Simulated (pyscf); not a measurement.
`[Cl][Cl]` + `[Cl][GeH]` [singlet] → `[Cl][GeH]([Cl])[Cl]`, an insertion (singlet surface; Cl–Cl broken, Cl–Ge, Cl–Ge formed). Single points on ωB97X-D3(BJ)/def2-SVP structures (PySCF, gas phase). Energies in kcal/mol from the separated reactants.

AM1 to PM7: differences of heats of formation from MOPAC, which are fitted to 298 K values and so differ in kind from electronic energies by zero-point and thermal terms. 

Problem. Quick AM1 single points give ΔE‡ = 11.7 kcal/mol and ΔE = -104.8 kcal/mol. What does ωB97M-D3(BJ)/def2-TZVP give, and how far is the quick result from it?

Solution. ωB97M-D3(BJ)/def2-TZVP gives ΔE‡ = 18.5 kcal/mol and ΔE = -98.8 kcal/mol. AM1 lies 6.8 kcal/mol under it in the barrier and 6.0 kcal/mol under it in the reaction energy, so on this step it does not hold to within 3.0 kcal/mol. ωB97M-D3(BJ)/def2-TZVP has limits of its own. On the reactant side the descent ends in a complex, 6.6 kcal/mol under the separated species and 22.2 kcal/mol under the saddle at ωB97X-D3(BJ)/def2-TZVP. At ωB97X-D3(BJ)/def2-TZVP the barrier from the zero used here is 15.6 kcal/mol. One saddle was located; it need not be the lowest between these sides. A restricted solution here is unstable towards spin polarisation, so biradical character is likely and single-reference numbers are less safe. In the def2 sets elements up to Kr have no core potential.
